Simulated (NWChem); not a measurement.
System: SiH$_{2}$, singlet; SMILES [SiH2]

Input file for NWChem:

```
start job
memory heap 200 mb stack 900 mb global 1100 mb
geometry units angstroms noautoz
  Si     0.000000     0.000000     0.180908
  H      1.093423     0.000000    -0.889802
  H     -1.093423     0.000000    -0.889802
end
basis spherical
  * library 6-31+g*
end
dft
  xc xcamb88 1.00 lyp 0.81 vwn_5 0.19 hfexch 1.00
  cam 0.33 cam_alpha 0.19 cam_beta 0.46
  iterations 150
end
tddft
  cis
  nroots 6
  notriplet
end
task tddft energy
```

Low-valent species are run as closed-shell singlets; no triplet was tried in these runs. Coordinates come from a B3LYP/6-31G* (spherical d) optimisation.

Vertical excitations in the gas phase.

Problem. Give the results of this calculation. (CAM-B3LYP/6-31+G* (spherical d), TDA.) Quantities: basis functions; lowest excitation, singlet (eV); oscillator strength of that lowest state; lowest state with f > 0.02, singlet (eV); oscillator strength of that bright state; orbital gap (eV).

Solution. 
```
Item                                      Result
----------------------------------------  ------
number of basis functions                     26
lowest excitation, singlet (eV)             2.48
oscillator strength of that lowest state   0.034
lowest state with f > 0.02, singlet (eV)    2.48
oscillator strength of that bright state   0.034
orbital gap (eV)                            6.10
```
